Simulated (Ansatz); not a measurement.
# C2H6O, singlet: the ladder up to RCCSDT(Q)

Geometry: MP2(full)/6-31G*, from the G2/97 set.

```
atom    x (Å)    y (Å)    z (Å)
   C   0.0000   1.1657  -0.2516
   O   0.0000   0.0000   0.5485
   C   0.0000  -1.1657  -0.2516
   H   0.0000   2.0178   0.4286
   H   0.8918   1.2143  -0.8921
   H  -0.8918   1.2143  -0.8921
   H   0.0000  -2.0178   0.4286
   H  -0.8918  -1.2143  -0.8921
   H   0.8918  -1.2143  -0.8921
```

Basis 6-31G* (Cartesian d functions); Ansatz 0.2.0. Correlated methods freeze the noble-gas cores, which leaves 20 electrons in 54 orbitals. R marks a restricted (for open shells ROHF) determinant. Active spaces: frontier = (8e, 8o) about the gap.

Full CI isn't at hand for all of this; RCCSDT(Q) serves as the reference, and is uncertain by about the last step of the cluster series.

The UHF ⟨S²⟩ is 0.000. The T1 diagnostic (RCCSD) is 0.0097 and the largest doubles amplitude (RCCSD) is 0.026.

```csv
level,E − E(RHF) (eV)
RMP2,-11.9751
RCCSD,-12.8996
RCCSD(T),-13.2138
```

Estimate how far RCCSDT(Q) in 6-31G* lies from RCCSD(T). The table doesn't fix it; the size of (T) and the diagnostics are the guide.

RCCSDT(Q) in 6-31G* lies 4.0 kJ/mol below RCCSD(T), which is 13 % of the (T) step (-30.3 kJ/mol). The diagnostics are small and one determinant leads, so the series closes fast and only a small part of (T) is left.

The other levels:

```
                    level  E − E(RCCSDT(Q)) (kJ/mol)  share of correlation (%)     wall time
                     CISD                      169.7                     86.73         4.7 s
                  BCCD(T)                        3.8                     99.70         1.6 s
                   RCCSDT                        2.2                     99.83             –
  CASSCF (frontier space)                      949.4                     25.76             –
  MRCISD (frontier space)                      102.9                     91.95             –
MRCISD+Q (frontier space)                       16.2                     98.73  8.5 s (H100)
```

The correlation energy at RCCSDT(Q), counted from RHF, is -13.255 eV. That run took 3 s on 2 threads of AMD EPYC 7R13 with a shared H100 80 GB, shared host.

Times hold each run's SCF and search for its determinant on a shared host, so for small cases they say little of a method's own cost; rows without a card ran on 1 thread of AMD EPYC 7R13.

Atomization energy (electronic, same basis, no zero-point term; atoms at the same level, unrestricted beside the R rows where the molecule is a closed shell, with restricted open-shell steps beyond CCSDT(Q)) at RCCSDT(Q): 3040.8 kJ/mol. Errors of other levels:

```json
{"level": "RHF", "error (kJ/mol)": "-603.5"}
{"level": "RMP2", "error (kJ/mol)": "26.0"}
{"level": "CISD", "error (kJ/mol)": "-153.2"}
{"level": "RCCSD", "error (kJ/mol)": "-25.1"}
{"level": "RCCSD(T)", "error (kJ/mol)": "-1.9"}
{"level": "BCCD(T)", "error (kJ/mol)": "-1.2"}
{"level": "RCCSDT", "error (kJ/mol)": "-2.0"}
```

This basis is far from its limit, so the value isn't to be set against a measured one. Truncated CI isn't size-consistent, which counts against it in atomization.
